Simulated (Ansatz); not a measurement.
A nudged elastic band was laid between two geometries of CH₈Si₂ (11 atoms, charge 0, multiplicity 1).

Level of theory: Ansatz 0.2.0, RKS B3LYP-D4/def2-SVP.

```yaml
movable_images: 9
climbing_image: yes
spring: 5.0 eV/Å²
optimiser: quadratic models (default)
start_path: through a guess of the saddle point
force_threshold: 0.03 eV/Å
iteration_limit: 60
end_points: relaxed
```

First end point:

```xyz
11
Properties=species:S:1:pos:R:3
Si 0.168 -0.118 0.583
H 0.139 -0.480 2.034
C 1.956 0.105 0.002
H 2.529 -0.827 0.132
H 1.989 0.382 -1.064
H 2.458 0.899 0.578
H -0.591 1.161 0.421
Si -0.912 -1.807 -0.649
H -2.311 -2.020 -0.169
H -0.961 -1.445 -2.100
H -0.167 -3.099 -0.520
```

Last end point:

```xyz
11
Properties=species:S:1:pos:R:3
Si -0.839 0.558 0.174
H 1.204 -0.277 1.508
C 1.987 -0.143 0.743
H 2.426 -1.122 0.508
H 1.592 0.291 -0.192
H 2.747 0.541 1.145
H -0.312 1.050 -1.178
Si -1.043 -1.672 -0.702
H -1.275 -2.702 0.357
H -2.279 -1.629 -1.556
H 0.089 -2.142 -1.561
```

What changes between the two ends?

Bonds broken: Si1–H2, Si1–C3. Bonds formed: H2–C3. CH8Si2 becomes CH4 + H4Si2.

What energy profile does the band end with?

The forces met the threshold. The highest image is number 7 of 0 to 10, 66.6 kcal/mol above the first end and 19.1 kcal/mol above the last; the last end lies 47.5 kcal/mol above the first. The profile has 2 maxima (images 3, 7) with wells between them (image 4): this band takes more than one step, which may be the mechanism or a detour left from its start path. A structure lower than the last end lies on the path between it and the top, so the climb from that side starts below the end, which may itself be a saddle point or a shallow side well. Neighbouring images differ by up to 2.0 eV, so the band resolves the path poorly. A vibrational analysis at the climbing image gives one clearly imaginary mode, 1187i cm⁻¹: a first-order saddle point. The orbitals stay closed-shell, which can raise the energy where a bond breaks towards radicals; this wasn't checked here.

```json
{"image": "0", "path coordinate (Å)": "0.00", "energy (kcal/mol)": "0.0", "Si1–H2 (Å)": "1.50", "Si1–C3 (Å)": "1.89", "H2–C3 (Å)": "2.79"}
{"image": "1", "path coordinate (Å)": "0.78", "energy (kcal/mol)": "0.3", "Si1–H2 (Å)": "1.50", "Si1–C3 (Å)": "1.89", "H2–C3 (Å)": "2.78"}
{"image": "2", "path coordinate (Å)": "1.55", "energy (kcal/mol)": "0.8", "Si1–H2 (Å)": "1.50", "Si1–C3 (Å)": "1.89", "H2–C3 (Å)": "2.78"}
{"image": "3", "path coordinate (Å)": "2.33", "energy (kcal/mol)": "0.9", "Si1–H2 (Å)": "1.50", "Si1–C3 (Å)": "1.89", "H2–C3 (Å)": "2.79"}
{"image": "4", "path coordinate (Å)": "3.10", "energy (kcal/mol)": "0.5", "Si1–H2 (Å)": "1.50", "Si1–C3 (Å)": "1.89", "H2–C3 (Å)": "2.79"}
{"image": "5", "path coordinate (Å)": "3.88", "energy (kcal/mol)": "0.8", "Si1–H2 (Å)": "1.49", "Si1–C3 (Å)": "1.89", "H2–C3 (Å)": "2.75"}
{"image": "6", "path coordinate (Å)": "4.65", "energy (kcal/mol)": "20.4", "Si1–H2 (Å)": "1.45", "Si1–C3 (Å)": "1.92", "H2–C3 (Å)": "2.21"}
{"image": "7", "path coordinate (Å)": "5.43", "energy (kcal/mol)": "66.6", "Si1–H2 (Å)": "1.53", "Si1–C3 (Å)": "2.35", "H2–C3 (Å)": "1.56"}
{"image": "8", "path coordinate (Å)": "6.25", "energy (kcal/mol)": "47.4", "Si1–H2 (Å)": "2.04", "Si1–C3 (Å)": "2.87", "H2–C3 (Å)": "1.13"}
{"image": "9", "path coordinate (Å)": "7.08", "energy (kcal/mol)": "47.2", "Si1–H2 (Å)": "2.19", "Si1–C3 (Å)": "3.00", "H2–C3 (Å)": "1.12"}
{"image": "10", "path coordinate (Å)": "7.91", "energy (kcal/mol)": "47.5", "Si1–H2 (Å)": "2.58", "Si1–C3 (Å)": "2.97", "H2–C3 (Å)": "1.10"}
```

What is the geometry of the highest image?


```xyz
11
Properties=species:S:1:pos:R:3
Si -0.487 0.401 0.331
H 0.632 0.335 1.373
C 1.771 -0.249 0.476
H 1.828 -1.255 0.909
H 1.973 -0.254 -0.600
H 2.446 0.448 0.990
H -0.097 1.412 -0.710
Si -0.868 -1.667 -0.719
H -0.789 -2.746 0.314
H -2.235 -1.692 -1.321
H 0.124 -1.981 -1.795
```

The band took 31 iterations and roughly 16 core-minutes.

Time of the run: 8.2 min on 2 threads of Arm Neoverse V1 (shared host), peak memory 0.18 GiB.
